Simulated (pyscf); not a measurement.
`[FH]` + `[OH][Si][F]` [singlet] → `[F][Si][F]` [singlet] + `[OH2]` (four-centre exchange; singlet surface; F–H, O–Si broken, F–Si, H–O formed). Optimised with ωB97X-D3(BJ)/def2-SVP in PySCF. Correlated levels are frozen-core, on RHF or UHF. ΔMP2 is the change of the MP2 total energy from the triple- to the quadruple-zeta basis. Energies in kJ/mol from the separated reactants.

| level | barrier | reaction energy |
|---|---|---|
| ωB97X-D3(BJ)/def2-TZVP | 9.9 | -31.4 |
| r²SCAN/def2-TZVP | -0.8 | -33.0 |
| ωB97M-D3(BJ)/def2-TZVP | 10.0 | -33.7 |
| HF/def2-TZVP | 65.7 | -34.3 |
| MP2/def2-QZVPP | 19.4 | -31.0 |
| CCSD/def2-TZVPP | ? | -32.0 |
| CCSD(T)/def2-TZVPP + ΔMP2(QZVPP) | ? | ? |

Problem. Some entries are withheld; supply them.

Solution. 
- CCSD/def2-TZVPP, barrier: 30.8
- CCSD(T)/def2-TZVPP + ΔMP2(QZVPP), barrier: 23.7
- CCSD(T)/def2-TZVPP + ΔMP2(QZVPP), reaction energy: -32.8

On the product side the descent ends in an adduct with a O–Si contact, 51.2 kJ/mol under the separated species and 92.5 kJ/mol under the saddle at ωB97X-D3(BJ)/def2-TZVP. At r²SCAN the saddle lies under the separated reactants, which points to a path from their complex (located at ωB97X-D3(BJ) alone). What is counted as broken (O–Si) persists as a longer contact in the product adduct; parting that adduct is a step of its own. One saddle was located; it need not be the lowest between these sides. The CCSD(T) − MP2 part came from Ansatz, without density fitting, on the same reference.
